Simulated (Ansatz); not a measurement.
# Molecular dynamics of C2H4NO, charge -1

input.yaml

```yaml
crystal:
  periodic: [false, false, false]
  atoms:
    - { symbol: C, position_ang: [-0.198644, 0.886501, 0.548173] }
    - { symbol: O, position_ang: [1.082182, 0.185521, 0.40393] }
    - { symbol: C, position_ang: [1.06579, -1.037236, -0.426772] }
    - { symbol: "N", position_ang: [-0.193382, -1.207338, -0.866688] }
    - { symbol: H, position_ang: [-0.990931, 0.267534, 1.018389] }
    - { symbol: H, position_ang: [-0.034391, 1.775486, 1.192358] }
    - { symbol: H, position_ang: [-0.621028, 1.238665, -0.415957] }
    - { symbol: H, position_ang: [-0.109597, -2.109142, -1.453433] }
total_charge: -1
magnetization:
  spin_polarized: true
basis:
  gaussian: { orbitals: STO-3G }
hamiltonian:
  xc: pbe0
md:
  timestep: 0.25
  n_steps: 150
  ensemble: nve
  temperature: 3000.0
  initial_velocities: maxwell_boltzmann
  seed: 412068
```

Run as:

```bash
$ ansatz run input.yaml --threads 1 --pin off --max-ram 2048MiB --backend cpu --events-out ev --progress --plain --runs-dir out
```

It starts from a relaxed structure.

Output, in part (one step line in 3, the closing report, with atoms numbered from 0):

```
md step     0: t =     0.00 fs  T =  3000.0 K  F+E_penalty+E_count = -5590.52129125 eV  E_kin = 2.326680 eV  conserved = -5588.19461127 eV  (25 SCF iters)
md step     3: t =     0.75 fs  T =  2836.3 K  F+E_penalty+E_count = -5590.39366958 eV  E_kin = 2.199751 eV  conserved = -5588.19391811 eV  (31 SCF iters)
md step     6: t =     1.50 fs  T =  2440.3 K  F+E_penalty+E_count = -5590.08551304 eV  E_kin = 1.892606 eV  conserved = -5588.19290707 eV  (30 SCF iters)
md step     9: t =     2.25 fs  T =  1982.8 K  F+E_penalty+E_count = -5589.72992435 eV  E_kin = 1.537797 eV  conserved = -5588.19212687 eV  (30 SCF iters)
md step    12: t =     3.00 fs  T =  1604.2 K  F+E_penalty+E_count = -5589.43582773 eV  E_kin = 1.244137 eV  conserved = -5588.19169028 eV  (31 SCF iters)
md step    15: t =     3.75 fs  T =  1385.4 K  F+E_penalty+E_count = -5589.26602840 eV  E_kin = 1.074443 eV  conserved = -5588.19158497 eV  (32 SCF iters)
md step    18: t =     4.50 fs  T =  1346.8 K  F+E_penalty+E_count = -5589.23635671 eV  E_kin = 1.044548 eV  conserved = -5588.19180852 eV  (31 SCF iters)
md step    21: t =     5.25 fs  T =  1447.6 K  F+E_penalty+E_count = -5589.31504522 eV  E_kin = 1.122663 eV  conserved = -5588.19238193 eV  (31 SCF iters)
md step    24: t =     6.00 fs  T =  1588.1 K  F+E_penalty+E_count = -5589.42482901 eV  E_kin = 1.231686 eV  conserved = -5588.19314339 eV  (31 SCF iters)
md step    27: t =     6.75 fs  T =  1649.3 K  F+E_penalty+E_count = -5589.47256087 eV  E_kin = 1.279126 eV  conserved = -5588.19343525 eV  (31 SCF iters)
md step    30: t =     7.50 fs  T =  1606.5 K  F+E_penalty+E_count = -5589.43839565 eV  E_kin = 1.245940 eV  conserved = -5588.19245547 eV  (31 SCF iters)
md step    33: t =     8.25 fs  T =  1626.2 K  F+E_penalty+E_count = -5589.45269809 eV  E_kin = 1.261245 eV  conserved = -5588.19145287 eV  (31 SCF iters)
md step    36: t =     9.00 fs  T =  1848.4 K  F+E_penalty+E_count = -5589.62622149 eV  E_kin = 1.433546 eV  conserved = -5588.19267579 eV  (30 SCF iters)
md step    39: t =     9.75 fs  T =  2089.5 K  F+E_penalty+E_count = -5589.81475857 eV  E_kin = 1.620520 eV  conserved = -5588.19423813 eV  (30 SCF iters)
md step    42: t =    10.50 fs  T =  2097.9 K  F+E_penalty+E_count = -5589.82123355 eV  E_kin = 1.627073 eV  conserved = -5588.19416015 eV  (30 SCF iters)
md step    45: t =    11.25 fs  T =  1856.5 K  F+E_penalty+E_count = -5589.63318471 eV  E_kin = 1.439855 eV  conserved = -5588.19332936 eV  (30 SCF iters)
md step    48: t =    12.00 fs  T =  1487.4 K  F+E_penalty+E_count = -5589.34617257 eV  E_kin = 1.153566 eV  conserved = -5588.19260607 eV  (30 SCF iters)
md step    51: t =    12.75 fs  T =  1113.2 K  F+E_penalty+E_count = -5589.05543868 eV  E_kin = 0.863355 eV  conserved = -5588.19208359 eV  (30 SCF iters)
md step    54: t =    13.50 fs  T =   826.5 K  F+E_penalty+E_count = -5588.83276198 eV  E_kin = 0.641021 eV  conserved = -5588.19174100 eV  (31 SCF iters)
md step    57: t =    14.25 fs  T =   688.5 K  F+E_penalty+E_count = -5588.72562045 eV  E_kin = 0.534004 eV  conserved = -5588.19161684 eV  (31 SCF iters)
md step    60: t =    15.00 fs  T =   722.1 K  F+E_penalty+E_count = -5588.75172986 eV  E_kin = 0.560005 eV  conserved = -5588.19172514 eV  (31 SCF iters)
md step    63: t =    15.75 fs  T =   908.3 K  F+E_penalty+E_count = -5588.89645543 eV  E_kin = 0.704424 eV  conserved = -5588.19203176 eV  (31 SCF iters)
md step    66: t =    16.50 fs  T =  1192.7 K  F+E_penalty+E_count = -5589.11750031 eV  E_kin = 0.925002 eV  conserved = -5588.19249876 eV  (31 SCF iters)
md step    69: t =    17.25 fs  T =  1492.9 K  F+E_penalty+E_count = -5589.35099151 eV  E_kin = 1.157860 eV  conserved = -5588.19313185 eV  (31 SCF iters)
md step    72: t =    18.00 fs  T =  1704.2 K  F+E_penalty+E_count = -5589.51549423 eV  E_kin = 1.321729 eV  conserved = -5588.19376552 eV  (31 SCF iters)
md step    75: t =    18.75 fs  T =  1738.2 K  F+E_penalty+E_count = -5589.54177293 eV  E_kin = 1.348061 eV  conserved = -5588.19371200 eV  (31 SCF iters)
md step    78: t =    19.50 fs  T =  1630.2 K  F+E_penalty+E_count = -5589.45694582 eV  E_kin = 1.264342 eV  conserved = -5588.19260369 eV  (29 SCF iters)
md step    81: t =    20.25 fs  T =  1565.7 K  F+E_penalty+E_count = -5589.40625527 eV  E_kin = 1.214316 eV  conserved = -5588.19193954 eV  (30 SCF iters)
md step    84: t =    21.00 fs  T =  1648.9 K  F+E_penalty+E_count = -5589.47145670 eV  E_kin = 1.278794 eV  conserved = -5588.19266270 eV  (30 SCF iters)
md step    87: t =    21.75 fs  T =  1768.6 K  F+E_penalty+E_count = -5589.56496568 eV  E_kin = 1.371666 eV  conserved = -5588.19329980 eV  (30 SCF iters)
md step    90: t =    22.50 fs  T =  1802.4 K  F+E_penalty+E_count = -5589.59105870 eV  E_kin = 1.397903 eV  conserved = -5588.19315524 eV  (29 SCF iters)
md step    93: t =    23.25 fs  T =  1745.1 K  F+E_penalty+E_count = -5589.54616561 eV  E_kin = 1.353408 eV  conserved = -5588.19275811 eV  (30 SCF iters)
md step    96: t =    24.00 fs  T =  1646.3 K  F+E_penalty+E_count = -5589.46926818 eV  E_kin = 1.276777 eV  conserved = -5588.19249129 eV  (30 SCF iters)
md step    99: t =    24.75 fs  T =  1546.1 K  F+E_penalty+E_count = -5589.39148061 eV  E_kin = 1.199117 eV  conserved = -5588.19236383 eV  (29 SCF iters)
md step   102: t =    25.50 fs  T =  1465.0 K  F+E_penalty+E_count = -5589.32844049 eV  E_kin = 1.136165 eV  conserved = -5588.19227592 eV  (28 SCF iters)
md step   105: t =    26.25 fs  T =  1418.9 K  F+E_penalty+E_count = -5589.29258207 eV  E_kin = 1.100443 eV  conserved = -5588.19213863 eV  (30 SCF iters)
md step   108: t =    27.00 fs  T =  1431.4 K  F+E_penalty+E_count = -5589.30213698 eV  E_kin = 1.110117 eV  conserved = -5588.19201999 eV  (29 SCF iters)
md step   111: t =    27.75 fs  T =  1520.5 K  F+E_penalty+E_count = -5589.37132639 eV  E_kin = 1.179250 eV  conserved = -5588.19207686 eV  (30 SCF iters)
md step   114: t =    28.50 fs  T =  1674.8 K  F+E_penalty+E_count = -5589.49118400 eV  E_kin = 1.298885 eV  conserved = -5588.19229936 eV  (30 SCF iters)
md step   117: t =    29.25 fs  T =  1854.8 K  F+E_penalty+E_count = -5589.63100432 eV  E_kin = 1.438501 eV  conserved = -5588.19250328 eV  (30 SCF iters)
md step   120: t =    30.00 fs  T =  2021.9 K  F+E_penalty+E_count = -5589.76069813 eV  E_kin = 1.568077 eV  conserved = -5588.19262160 eV  (30 SCF iters)
md step   123: t =    30.75 fs  T =  2151.0 K  F+E_penalty+E_count = -5589.86104467 eV  E_kin = 1.668264 eV  conserved = -5588.19278025 eV  (30 SCF iters)
md step   126: t =    31.50 fs  T =  2213.9 K  F+E_penalty+E_count = -5589.91014125 eV  E_kin = 1.717045 eV  conserved = -5588.19309608 eV  (28 SCF iters)
md step   129: t =    32.25 fs  T =  2165.5 K  F+E_penalty+E_count = -5589.87280922 eV  E_kin = 1.679502 eV  conserved = -5588.19330770 eV  (30 SCF iters)
md step   132: t =    33.00 fs  T =  1991.1 K  F+E_penalty+E_count = -5589.73693578 eV  E_kin = 1.544199 eV  conserved = -5588.19273696 eV  (30 SCF iters)
md step   135: t =    33.75 fs  T =  1798.9 K  F+E_penalty+E_count = -5589.58674488 eV  E_kin = 1.395134 eV  conserved = -5588.19161116 eV  (28 SCF iters)
md step   138: t =    34.50 fs  T =  1761.1 K  F+E_penalty+E_count = -5589.55747241 eV  E_kin = 1.365823 eV  conserved = -5588.19164961 eV  (30 SCF iters)
md step   141: t =    35.25 fs  T =  1873.5 K  F+E_penalty+E_count = -5589.64576374 eV  E_kin = 1.453028 eV  conserved = -5588.19273563 eV  (29 SCF iters)
md step   144: t =    36.00 fs  T =  1971.2 K  F+E_penalty+E_count = -5589.72197699 eV  E_kin = 1.528822 eV  conserved = -5588.19315486 eV  (29 SCF iters)
md step   147: t =    36.75 fs  T =  1974.8 K  F+E_penalty+E_count = -5589.72432541 eV  E_kin = 1.531560 eV  conserved = -5588.19276524 eV  (30 SCF iters)
md step   150: t =    37.50 fs  T =  1936.0 K  F+E_penalty+E_count = -5589.69376246 eV  E_kin = 1.501447 eV  conserved = -5588.19231586 eV  (27 SCF iters)
Total energy: -5589.69377614 eV, -205.4174574426 hartree
Atom 0 at    -0.240983     0.980608     0.646300 Å, force    -1.188130    -4.405209     0.241383 eV/Å
Atom 1 at     1.048428     0.085227     0.436449 Å, force    -0.228863     1.864525     1.291100 eV/Å
Atom 2 at     1.073897    -0.999895    -0.462721 Å, force     0.535490    -0.341388    -0.408326 eV/Å
Atom 3 at    -0.129106    -1.217529    -0.970952 Å, force    -1.527220     1.309130     0.200236 eV/Å
Atom 4 at    -0.371838     1.130713     1.733537 Å, force     0.888507     1.301738     0.023578 eV/Å
Atom 5 at    -0.172947     1.903903     0.005871 Å, force    -0.792509    -0.770372     0.680062 eV/Å
Atom 6 at    -1.156120     0.213154     0.534031 Å, force     1.938393     2.423761    -1.365661 eV/Å
Atom 7 at    -0.004570    -1.908035    -1.740278 Å, force     0.374333    -1.382186    -0.662370 eV/Å
Dipole moment:    -0.278296     0.467981     0.264376 e Å
```

All steps were run. The conserved energy stayed within 0.4 meV per atom of its start (net change 0.29 meV per atom), so the integration is sound. A run of 0.037 ps of so small a system gives no equilibrium averages. Limits of this set-up: minimal basis, an anion without diffuse functions, the dipole of an ion depends on the origin.

The same pairs are bonded in the first frame and the last. Pairs count as bonded within 1.25 times the sum of covalent radii (0.12 Å more for H–H).

Last frame:

```xyz
8
Properties=species:S:1:pos:R:3
C -0.241 0.981 0.646
O 1.048 0.085 0.436
C 1.074 -1.000 -0.463
N -0.129 -1.218 -0.971
H -0.372 1.131 1.734
H -0.173 1.904 0.006
H -1.156 0.213 0.534
H -0.005 -1.908 -1.740
```

Run time: 12 min on 1 CPU thread of a shared host.
